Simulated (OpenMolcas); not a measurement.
# One shape, several levels: Si2H3Cl (SMILES [SiH3][Si]Cl)

Aim: a comparison of 6 runs (UHF/STO-3G, UHF/def2-SVPD, U-r2SCAN/6-31G, UB3LYP/6-31G*, UBLYP/6-311G**) of Si2H3Cl. 

The results are computed with OpenMolcas 26.06.

3 further runs of the same task are left out: 3 set aside as unsound or not needed.

### Step 1. The system as given

Si2H3Cl has 6 atoms, charge 0, and is taken as a triplet. As SMILES, `[SiH3][Si]Cl`. The shape is that of a GFN2-xTB optimisation.

Bond lengths: Si1–Si2 2.282 Å, Si2–Cl3 2.082 Å, Si1–H4 1.472 Å, Si1–H5 1.472 Å, Si1–H6 1.462 Å. Angles: Si1–Si2–Cl3 116.4°, Si2–Si1–H4 116.2°, Si2–Si1–H5 116.2°, Si2–Si1–H6 101.9°, H4–Si1–H5 104.3°, H4–Si1–H6 109.0°, H5–Si1–H6 108.9°.

### Step 2. Energy and forces at UHF/STO-3G (run 1)

File input.xyz:

```xyz
6

Si    -0.516260     0.402560    -0.264740
Si     1.167530    -0.170130     1.165700
Cl     2.104480    -1.995100     0.807910
H     -0.142080     0.561030    -1.679180
H     -1.679700    -0.498310    -0.294360
H     -0.933970     1.699940     0.264670
```

File job.input:

```
&GATEWAY
BasLib=$CurrDir
Coord=input.xyz
Basis=STO-3G
Group=NoSym
&SEWARD
&SCF
UHF
Spin=3
Thresholds=1e-10 1e-07 1e-07 1e-05
PrOrbitals=1 1
&ALASKA
```

The basis set STO-3G is read from a file made from the Basis Set Exchange's data (not shown).

Run with:

```console
export MOLCAS_MEM=1860
pymolcas job.input > job.log
```

The log of the run:

```text
--- Start Module: gateway ---
[...]
--- Stop Module: gateway /rc=_RC_ALL_IS_WELL_ ---
[...]
      Basis functions           30
[...]
--- Start Module: scf ---
[...]
       Convergence after  17 Iterations
[...]
::    Total SCF energy                              -1027.5127446501
[...]
      Total spin, S                                     1.0010721778
[...]
      Total electronic charge=   48.000000
      Total            charge=   -0.000000
[...]
      Dipole Moment (debye):
      Origin of the operator (angstrom)=    0.9477   -0.6545    0.5507
                   X= -1.3742E+00               Y=  3.0414E+00               Z=  8.0384E-01           Total=  3.4329E+00
      Quadrupole Moment (debye*angstrom):
[...]
--- Stop Module: scf /rc=_RC_ALL_IS_WELL_ ---
--- Start Module: alaska ---
[...]
 *              Molecular gradients               *
 **************************************************
  Irreducible representation: a
 ------------------------------------------------------------------------------------------
                              X                       Y                       Z
 ------------------------------------------------------------------------------------------
  SI1               1.45468084750693E-02   -6.77157051651900E-03    1.08794321242005E-02
  SI2               1.46565334660358E-02   -9.53559697313189E-03    8.94540739052729E-03
  CL3              -5.45877522322158E-03    1.08244611996788E-02    2.23157854260925E-03
  H4               -1.87978876696415E-04    1.12988737175534E-03   -2.60290311305349E-02
  H5               -2.12763999915655E-02   -1.33522016405903E-02   -7.09002374121415E-03
  H6               -2.28018784964901E-03    1.77050205587586E-02    1.10626368143953E-02
 ------------------------------------------------------------------------------------------
[...]
```

Run time: 2.4 s. Hardware: 1 thread of Arm Neoverse V1, shared host; peak memory 0.37 GiB.

### Step 3. Energy and forces at UHF/def2-SVPD (run 2)

File job.inp:

```
&GATEWAY
BasLib=$CurrDir
Coord
6
bohr
Si    -0.97559001     0.76072815    -0.50028609
Si     2.20631194    -0.32149911     2.20285374
Cl     3.97689083    -3.77019259     1.52672863
H     -0.26849229     1.06019305    -3.17319031
H     -3.17417297    -0.94166943    -0.55625978
H     -1.76494751     3.21242103     0.50015381
Basis=def2-SVPD
Group=NoSym
&SEWARD
&SCF
UHF
Spin=3
Thresholds=1e-10 1e-07 1e-07 1e-05
PrOrbitals=1 2
&ALASKA
```

The basis set def2-SVPD is read from a file made from the Basis Set Exchange's data (not shown).

Run with:

```console
export MOLCAS_MEM=1860
pymolcas job.inp > job.log
```

The log of the run:

```text
--- Start Module: gateway ---
[...]
--- Stop Module: gateway /rc=_RC_ALL_IS_WELL_ ---
[...]
      Basis functions           99
[...]
--- Start Module: scf ---
[...]
       Convergence after  20 Iterations
[...]
::    Total SCF energy                              -1038.7691433611
[...]
      Total spin, S                                     1.0034681573
[...]
      Total electronic charge=   48.000000
      Total            charge=   -0.000000
[...]
      Dipole Moment (debye):
      Origin of the operator (angstrom)=    0.9477   -0.6545    0.5507
                   X= -7.9412E-01               Y=  1.2690E+00               Z=  9.0057E-02           Total=  1.4997E+00
      Quadrupole Moment (debye*angstrom):
[...]
--- Stop Module: scf /rc=_RC_ALL_IS_WELL_ ---
[...]
--- Start Module: alaska ---
[...]
 *              Molecular gradients               *
 **************************************************
  Irreducible representation: a
 ------------------------------------------------------------------------------------------
                              X                       Y                       Z
 ------------------------------------------------------------------------------------------
  SI1               1.51274581984424E-02   -5.37941602310799E-03    1.26109355903212E-02
  SI2              -8.49429129822310E-03    3.54929470834264E-03   -6.72403684863987E-03
  CL3              -3.95316444445903E-03    5.09410146784006E-03   -4.86465964398830E-04
  H4               -7.41835212935993E-03   -6.72028972576011E-04    2.59540037972350E-03
  H5                1.47901115654570E-03    5.49016740038155E-03   -5.45684217257369E-03
  H6                3.25933851702187E-03   -8.08211858087748E-03   -2.53899098447774E-03
 ------------------------------------------------------------------------------------------
[...]
```

Run time: 15 s. Hardware: 1 thread of Arm Neoverse V1, shared host; peak memory 0.55 GiB.

Runs 3 to 5 aren't shown in full; the table further down has their settings and results.

### Step 4. Energy and forces at UBLYP/6-311G(d,p) (run 6)

File struct.xyz:

```xyz
6

Si    -0.516260     0.402560    -0.264740
Si     1.167530    -0.170130     1.165700
Cl     2.104480    -1.995100     0.807910
H     -0.142080     0.561030    -1.679180
H     -1.679700    -0.498310    -0.294360
H     -0.933970     1.699940     0.264670
```

File test.input:

```
&GATEWAY
 BasLib=$CurrDir
 Coord=struct.xyz
 Basis=6-311Gss
 Group=NoSym

&SEWARD
 GridInput
 Grid=UltraFine
 End of Grid

&SCF
 UHF
 Spin=3
 KSDFT=BLYP
 Thresholds=1e-10 1e-07 1e-07 1e-05
 PrOrbitals=1 1

&ALASKA
```

The basis set 6-311G** is read from a file made from the Basis Set Exchange's data (not shown).

Run with:

```console
export MOLCAS_MEM=1860
pymolcas test.input > test.log
```

The log of the run:

```text
--- Start Module: gateway ---
[...]
--- Stop Module: gateway /rc=_RC_ALL_IS_WELL_ ---
[...]
      Basis functions           96
[...]
--- Start Module: scf ---
[...]
       Convergence after  19 Iterations
[...]
::    Total KS-DFT energy                           -1040.9518355119
[...]
      Total spin, S                                     1.0007071711
[...]
      Total electronic charge=   48.000000
      Total            charge=   -0.000000
[...]
      Dipole Moment (debye):
      Origin of the operator (angstrom)=    0.9477   -0.6545    0.5507
                   X= -8.7762E-01               Y=  1.1511E+00               Z= -9.2943E-02           Total=  1.4505E+00
      Quadrupole Moment (debye*angstrom):
[...]
--- Stop Module: scf /rc=_RC_ALL_IS_WELL_ ---
[...]
--- Start Module: alaska ---
[...]
 *              Molecular gradients               *
 **************************************************
  Irreducible representation: a
 ------------------------------------------------------------------------------------------
                              X                       Y                       Z
 ------------------------------------------------------------------------------------------
  SI1               1.01359766284528E-02   -2.52335313624386E-03    9.26397869923967E-03
  SI2              -7.37903007069551E-03   -2.39545008955666E-03   -1.00358741877038E-02
  CL3              -5.30184669782585E-03    9.01955507334407E-03    1.02335794830655E-03
  H4               -6.84612300734200E-03   -1.39265918488296E-03    7.84222511202071E-03
  H5                6.12629425517497E-03    7.56959527542378E-03   -3.87434496281280E-03
  H6                3.26472889216989E-03   -1.02776879379851E-02   -4.21934260905554E-03
 ------------------------------------------------------------------------------------------
[...]
```

Wall time 41 s (1 thread of Arm Neoverse V1, shared host); peak memory 0.53 GiB.

### Step 5. All runs side by side

| run | level | integration grid | Cartesian functions | energy (Eh) | dipole moment (D) | HOMO energy (eV) | LUMO energy (eV) | wall time |
| --- | --- | --- | --- | --- | --- | --- | --- | --- |
| 1 | UHF/STO-3G | – | no | -1027.512745 | 3.43 | -5.72 | 3.96 | 2.4 s |
| 2 | UHF/def2-SVPD | – | no | -1038.769143 | 1.50 | -8.35 | -0.07 | 15 s |
| 3 | U-r2SCAN/6-31G | UltraFine | no | -1040.735226 | 2.19 | -5.01 | -4.40 | 25 s |
| 4 | UB3LYP/6-31G* (spherical functions) | UltraFine | no | -1040.933263 | 1.54 | -5.29 | -4.12 | 27 s |
| 5 | UB3LYP/6-31G* (Cartesian functions) | UltraFine | yes | -1040.940127 | 1.54 | -5.29 | -4.12 | 30 s |
| 6 | UBLYP/6-311G** | UltraFine | no | -1040.951836 | 1.45 | -4.41 | – | 41 s |

### Step 6. Summary of results

| quantity | value |
| --- | --- |
| run 6: total energy | -1040.95184 Eh |
| run 6: dipole moment | 1.45 D |
| run 6: HOMO energy (highest over α and β) | -4.41 eV |
| run 6: ⟨S²⟩ | 2.002 |
| run 6: largest force on an atom | 0.718 eV/Å |

The dipole moment (its size) runs from 1.45 D (UBLYP/6-311G**) to 3.43 D (UHF/STO-3G). The two ends differ in method and basis. Totals of different functionals can't be ranked against each other. In run 1 the basis is minimal, so the values are rough. All runs together took 2.3 min, the longest 41 s.
